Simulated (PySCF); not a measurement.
Ionisation energies (eV) were calculated with PySCF 2.14 by UHF, PBE, PBE0, in another order, as differences of total energies without spin-orbit coupling. The measured values are between term centres (NIST).

```tsv
species	measured	A	B	C
O (aug-cc-pVDZ, non-relativistic)	13.608	13.852	12.057	14.049
P (aug-cc-pVDZ-DK, spin-free X2C)	10.526	10.538	9.930	10.496
Ar (aug-cc-pVDZ-DK, spin-free X2C)	15.819	15.784	14.664	15.762
Sc (aug-cc-pVDZ-DK, spin-free X2C)	6.562	6.375	5.396	6.525
Mn⁺ (aug-cc-pVDZ-DK, spin-free X2C)	15.640	15.938	14.885	16.230
Mo (aug-cc-pVDZ-PP with ECP28MDF, ECP)	7.092	7.245	6.256	7.513
Ag (aug-cc-pVDZ-PP with ECP28MDF, ECP)	7.576	7.707	6.367	8.042
Re (aug-cc-pVDZ-PP with ECP60MDF, ECP)	7.834	7.385	5.944	7.594
```

Question: Which column is which method?

Answer: A is PBE0 (mean error 0.02 eV); B is UHF (mean error -1.14 eV); C is PBE (mean error 0.19 eV). PBE0, with a quarter of exact exchange, lies close to experiment on average. Hartree-Fock lacks the correlation of the electron removed and comes out lowest. PBE, with gradient corrections, lies close to experiment on average, with errors of both signs.
